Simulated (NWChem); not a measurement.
# C6H6 (fulvene): levels of theory compared

Wanted: a comparison of 4 runs (HF/STO-3G, HF/3-21G, B3LYP/6-31G*) of C6H6 (fulvene). 

The calculation is run with NWChem 7.3.0.

1 further run of the same task is left out (it didn't finish).

## 1. The system as given

The species is C6H6 (12 atoms), meant as a singlet with charge 0. SMILES: `C=C1C=CC=C1`. The shape is that of a PBE0-D4/def2-TZVP optimisation.

Bond lengths: C1–C2 1.336 Å, C2–C3 1.465 Å, C3–C4 1.346 Å, C4–C5 1.466 Å, C2–C6 1.465 Å, C5–C6 1.346 Å, C1–H7 1.084 Å, C1–H8 1.084 Å, C3–H9 1.081 Å, C4–H10 1.082 Å, C5–H11 1.082 Å, C6–H12 1.081 Å. Some angles: C1–C2–C3 126.8°, C1–C2–C6 126.8°, C3–C2–C6 106.3°, C2–C3–C4 107.8°, C3–C4–C5 109.0°, C4–C5–C6 109.0°, C2–C6–C5 107.8°, C2–C1–H7 121.3°, C2–C1–H8 121.3°, C2–C3–H9 124.6°.

## 2. Energy and gradient at HF/STO-3G (run 1)

File run.nw:

```
echo
start run
title "C6H6 gradient"
memory stack 880 mb heap 220 mb global 1100 mb

geometry units angstrom noautosym nocenter noautoz
  C     -0.818100    -1.597600     0.906600
  C     -0.269900    -0.537800     0.305500
  C      0.652900     0.430400     0.902600
  C      0.964800     1.337500    -0.041700
  C      0.261500     0.997400    -1.282700
  C     -0.471600    -0.113400    -1.081700
  H     -1.493400    -2.259800     0.376500
  H     -0.605400    -1.830200     1.944100
  H      1.002400     0.394600     1.924400
  H      1.624900     2.186300     0.076600
  H      0.333200     1.561600    -2.202900
  H     -1.104400    -0.624200    -1.793300
end

basis spherical bse
  * library STO-3G
end

scf
  thresh 1e-08
  maxiter 80
  noprint "final vectors analysis"
end

task scf gradient
```

Command:

```sh
$ nwchem run.nw > run.out
```

What it wrote:

```text
[...]
  functions       =    36
[...]
  wavefunction    = RHF
[...]
         Total SCF energy =   -227.820709135539
      One-electron energy =   -708.283667678922
      Two-electron energy =    278.799397061649
 Nuclear repulsion energy =    201.663561481734
        Time for solution =      3.7s
[...]
                         RHF ENERGY GRADIENTS
    atom               coordinates                        gradient
                 x          y          z           x          y          z
   1 C      -1.545985  -3.019026   1.713226   -0.009095  -0.017517   0.009882
   2 C      -0.510037  -1.016295   0.577311    0.021289   0.041246  -0.023483
   3 C       1.233802   0.813338   1.705667   -0.019237  -0.033225   0.013261
   4 C       1.823208   2.527509  -0.078802   -0.002733   0.012974  -0.033096
   5 C       0.494163   1.884813  -2.423952    0.022443   0.025123   0.011433
   6 C      -0.891195  -0.214295  -2.044117   -0.013653  -0.030505   0.023106
   7 H      -2.822117  -4.270403   0.711482   -0.000338   0.000602  -0.002163
   8 H      -1.144040  -3.458577   3.673816    0.001440   0.001442   0.001064
   9 H       1.894261   0.745686   3.636589    0.000723   0.000436   0.001127
  10 H       3.070616   4.131508   0.144753    0.000500   0.000117   0.001137
  11 H       0.629657   2.950996  -4.162877   -0.000664  -0.000439  -0.000957
[...]
```

Wall time 5.4 s (1 thread of Intel Xeon Platinum 8375C at 2.90GHz (Ice Lake), shared host); peak memory 0.096 GiB.

## 3. Energy and forces at HF/3-21G (run 2)

File c6h6.nw:

```
start c6h6
memory stack 880 mb heap 220 mb global 1100 mb

geometry noautosym nocenter noautoz
   C    -0.818100   -1.597600    0.906600
   C    -0.269900   -0.537800    0.305500
   C     0.652900    0.430400    0.902600
   C     0.964800    1.337500   -0.041700
   C     0.261500    0.997400   -1.282700
   C    -0.471600   -0.113400   -1.081700
   H    -1.493400   -2.259800    0.376500
   H    -0.605400   -1.830200    1.944100
   H     1.002400    0.394600    1.924400
   H     1.624900    2.186300    0.076600
   H     0.333200    1.561600   -2.202900
   H    -1.104400   -0.624200   -1.793300
end

basis "ao basis" spherical bse
   C library 3-21G
   H library 3-21G
end

scf
   thresh 1e-08
   maxiter 80
end

task scf gradient
```

Command:

```sh
$ nwchem c6h6.nw > c6h6.out
```

What it wrote:

```text
[...]
  functions       =    66
[...]
  wavefunction    = RHF
[...]
         Total SCF energy =   -229.352474599954
      One-electron energy =   -707.738622834606
      Two-electron energy =    276.722586752918
 Nuclear repulsion energy =    201.663561481734
        Time for solution =      4.3s
[...]
                         RHF ENERGY GRADIENTS
    atom               coordinates                        gradient
                 x          y          z           x          y          z
   1 C      -1.545985  -3.019026   1.713226   -0.003612  -0.006933   0.003897
   2 C      -0.510037  -1.016295   0.577311    0.013829   0.026811  -0.015268
   3 C       1.233802   0.813338   1.705667   -0.011752  -0.014507  -0.003354
   4 C       1.823208   2.527509  -0.078802   -0.009892  -0.004275  -0.018486
   5 C       0.494163   1.884813  -2.423952    0.010565   0.005602   0.017696
   6 C      -0.891195  -0.214295  -2.044117   -0.000315  -0.008959   0.016818
   7 H      -2.822117  -4.270403   0.711482   -0.005025  -0.004529  -0.004779
   8 H      -1.144040  -3.458577   3.673816    0.002170  -0.001064   0.007993
   9 H       1.894261   0.745686   3.636589    0.003115  -0.000314   0.009116
  10 H       3.070616   4.131508   0.144753    0.006158   0.007753   0.001439
  11 H       0.629657   2.950996  -4.162877    0.000447   0.004995  -0.008676
[...]
```

Run time: 6 s. Hardware: 1 thread of Intel Xeon Platinum 8375C at 2.90GHz (Ice Lake), shared host; peak memory 0.099 GiB.

Run 3 isn't shown in full; the table further down has it.

## 4. Energy and gradient at B3LYP/6-31G(d) (Cartesian functions) (run 4)

File sp.nw:

```
start sp
title "C6H6"
memory total 2200 mb
geometry noautosym nocenter noautoz
C       -0.818100      -1.597600       0.906600
C       -0.269900      -0.537800       0.305500
C        0.652900       0.430400       0.902600
C        0.964800       1.337500      -0.041700
C        0.261500       0.997400      -1.282700
C       -0.471600      -0.113400      -1.081700
H       -1.493400      -2.259800       0.376500
H       -0.605400      -1.830200       1.944100
H        1.002400       0.394600       1.924400
H        1.624900       2.186300       0.076600
H        0.333200       1.561600      -2.202900
H       -1.104400      -0.624200      -1.793300
end
basis cartesian
* library 6-31G*
end
dft
xc b3lyp
grid fine
convergence energy 1e-08
maxiter 100
mulliken
print medium
end
task dft gradient
```

Command:

```sh
$ nwchem sp.nw > sp.out
```

What it wrote:

```text
[...]
          Wavefunction type:  closed shell.
          No. of atoms     :    12
          No. of electrons :    42
[...]
          Charge           :     0
          Spin multiplicity:     1
[...]
          AO basis - number of functions:   102
[...]
              XC Information
              --------------
                         B3LYP Method XC Potential
                     Hartree-Fock (Exact) Exchange  0.200
                        Slater Exchange Functional  0.800 local
                    Becke 1988 Exchange Functional  0.720 non-local
              Lee-Yang-Parr Correlation Functional  0.810
                  VWN I RPA Correlation Functional  0.190 local
[...]
 d= 0,ls=0.0,diis     1   -232.1292941565 -4.34D+02  9.34D-03  6.39D-01     4.0
[...]
 d= 0,ls=0.0,diis    11   -232.1908724821 -8.01D-10  3.46D-07  1.98D-09    32.6
         Total DFT energy =     -232.190872482140
      One electron energy =     -710.702410097839
           Coulomb energy =      311.618346527158
    Exchange-Corr. energy =      -34.770370393193
 Nuclear repulsion energy =      201.663561481734
[...]
  wavefunction    = closed shell
[...]
```

It took 40 s on 1 thread of Intel Xeon Platinum 8375C at 2.90GHz (Ice Lake), shared host; peak memory 0.12 GiB.

## 5. Overview of the runs

```tsv
run	level	iteration cap	module	energy (Eh)	dipole moment (D)	largest force (eV/Å)	wall time
1	HF/STO-3G	80	scf	-227.820709	0.65	2.675	5.4 s
2	HF/3-21G	80	scf	-229.352475	0.74	1.739	6 s
3	B3LYP/6-31G* (spherical functions)	100	dft	-232.185985	0.57	0.415	39 s
4	B3LYP/6-31G* (Cartesian functions)	100	dft	-232.190872	0.57	0.395	40 s
```

## 6. Outcome

```
                       quantity          value
            run 4: total energy  -232.19087 Eh
           run 4: dipole moment         0.57 D
             run 4: HOMO energy       -5.80 eV
             run 4: LUMO energy       -1.65 eV
           run 4: HOMO–LUMO gap        4.15 eV
run 4: largest force on an atom     0.395 eV/Å
```

In words: The dipole moment (its size) runs from 0.57 D (B3LYP/6-31G*) to 0.74 D (HF/3-21G). The two ends differ in method and basis. In run 1 the basis is minimal, so the values are rough. All runs together took 90 s, the longest 40 s.
